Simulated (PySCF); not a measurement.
# Core-level binding energies of `O=C[SiH3]`

Species: CH4OSi.
Numbering: `[O:1]=[CH:2][SiH3:3]`

Geometry (GFN2-xTB, Å), atoms numbered from 1 in this order:
```xyz
7
CH4OSi angstrom
O      1.7325   -1.0672    0.0011
C      1.1150   -0.0337   -0.0268
Si    -0.8065    0.0325    0.0093
H      1.6772    0.9259   -0.0718
H     -1.2960   -0.7685   -1.1078
H     -1.1859    1.4387   -0.1213
H     -1.2329   -0.5227    1.2903
```

Theory: delta-SCF UKS SCAN, pcX-2 on the ionised atom, pcseg-1 elsewhere, spin-free X2C (PySCF). Each binding energy is the total energy of the core-ionised species, with the hole localised on one atom, minus that of the ground state; both are solved self-consistently, so orbital relaxation is included.

Question: What binding energy does each computed site have?

Answer: 
```
atom(s)                  bonded to     level  binding energy (eV)  2p1/2 (eV)  count
     O1            C (double bond)      O 1s               538.50           –      1
     C2  O (double bond), H and Si      C 1s               293.35           –      1
    Si3                  C and 3 H  Si 2p3/2               107.19      107.81      1
    Si3                  C and 3 H     Si 1s              1846.85           –      1
```

Question: Which photon wavelength matches the O 1s of O1 threshold?

Answer: λ = hc/E = 12398.42 eV Å / 538.50 eV = 23.024 Å.

Spin contamination (⟨S²⟩ against 0.75 for a pure doublet) is marked for C 1s of C2 (0.88), which makes this value less certain. The 2p values aren't plain energy differences: one relaxed spin-free 2p hole is combined with a matrix within the shell (ground-state 2p orbital-energy differences and spin–orbit coupling). 2p3/2, the mean of its two sublevels, lies a third of the splitting below the shell's mean and 2p1/2 two thirds above it; the statistical areas are 2:1. 2p1/2 minus 2p3/2 (ligand field included): Si 0.62 eV. Geometry: GFN2-xTB; no solvent, vibrations or thermal averaging.
